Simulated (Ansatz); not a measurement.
Relaxation of C₃H₇NO (12 atoms, charge 0, multiplicity 1), to a largest force component of 0.015 eV/Å in at most 40 steps.

All numbers below come from RKS BHLYP-D4/6-31G* (Ansatz 0.2.0).

```xyz
12
Properties=species:S:1:pos:R:3
C -1.299 0.667 0.015
C -0.015 0.018 -0.045
N 1.081 0.818 -0.230
C 0.150 -1.300 0.081
O 1.258 -2.002 -0.062
H -1.522 1.279 -0.928
H -1.352 1.423 0.841
H -2.135 0.022 0.126
H 0.931 1.597 -0.898
H 1.893 0.257 -0.640
H -0.767 -1.978 0.283
H 1.892 -1.359 -0.449
```

Where does it end, and by what steps?

The run converged. After 29 steps the energy has fallen by 0.860 eV; H10 moved furthest, 1.30 Å.

| step | energy less start (eV) | largest force component (eV/Å) | accepted |
| --- | --- | --- | --- |
| 0 | 0.0000 | 4.798 | yes |
| 2 | -0.5999 | 0.212 | yes |
| 4 | -0.6091 | 0.076 | yes |
| 6 | -0.5919 | 1.621 | no |
| 8 | -0.6413 | 0.344 | yes |
| 10 | -0.6797 | 1.084 | yes |
| 12 | -0.7238 | 0.319 | yes |
| 14 | -0.7303 | 0.026 | yes |
| 16 | -0.7312 | 0.066 | yes |
| 18 | -0.7334 | 0.095 | yes |
| 20 | -0.7383 | 0.396 | yes |
| 22 | -0.7590 | 0.789 | yes |
| 24 | -0.8290 | 0.313 | yes |
| 26 | -0.8466 | 0.421 | yes |
| 28 | -0.8600 | 0.050 | yes |
| 29 | -0.8601 | 0.004 | yes |

```xyz
12
Properties=species:S:1:pos:R:3
C -1.296 0.682 -0.120
C -0.009 -0.074 -0.150
N 1.215 0.595 -0.489
C 0.099 -1.369 0.124
O 1.262 -2.040 0.095
H -1.524 1.123 -1.093
H -1.262 1.503 0.598
H -2.128 0.038 0.153
H 1.408 1.351 0.151
H 1.166 1.003 -1.411
H -0.740 -1.989 0.393
H 1.923 -1.379 -0.156
```

The run took 2.3 min on 1 thread of Arm Neoverse V1, on a shared host, peak memory 0.18 GiB.
